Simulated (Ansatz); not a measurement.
Compare A (`C=CCOC=C`) with its isomer B (`CC1=CCCO1`).

Isolated molecules relaxed with PBE0-D4/def2-TZVP in Ansatz; ΔE leaves out vibrations. CCSD(T)/CBS is the MP2 limit (def2-TZVPP, def2-QZVPP) plus CCSD(T) − MP2 in def2-TZVPP, frozen cores. Functionals use def2-TZVPP. B3LYP here is the variant with VWN-RPA as its local correlation; programs differ in this. One conformer a species, not always the lowest.

Task: Which is lower in electronic energy at CCSD(T)/CBS, and by how much? (Estimate.)

Result: The calculation gave: B, by 99.2 kJ/mol.

Task: Give E(B) − E(A) in kJ/mol with PBE0-D4, r2SCAN-D4, B2PLYP, PBE-D4, ωB97M-V, HF/def2-TZVPP, B3LYP. (Best estimate.)

Result: The calculation gave: PBE0-D4 -116.4, r2SCAN-D4 -105.4, B2PLYP -93.3, PBE-D4 -105.3, ωB97M-V -103.1, HF/def2-TZVPP -86.3, B3LYP -85.5. None reverses the order clearly.

Task: Does the order hold for the free energy at 298.15 K (harmonic terms from PBE0-D4)? (Best estimate.)

Result: Computed: Yes: G(B) − G(A) = -89.2 kJ/mol, for one conformer each.

Largest T1 diagnostic: 0.012.

From PBE to PBE0 (25 % exact exchange), in def2-TZVPP and without D4, E(B) − E(A) moves by −11.6 kJ/mol. The D4 term adds −4.1 kJ/mol with B3LYP and −2.0 kJ/mol with PBE0; it sums over pairs of atoms, weighted by their polarisabilities, and B3LYP, whose exchange is more repulsive, gets the larger term.
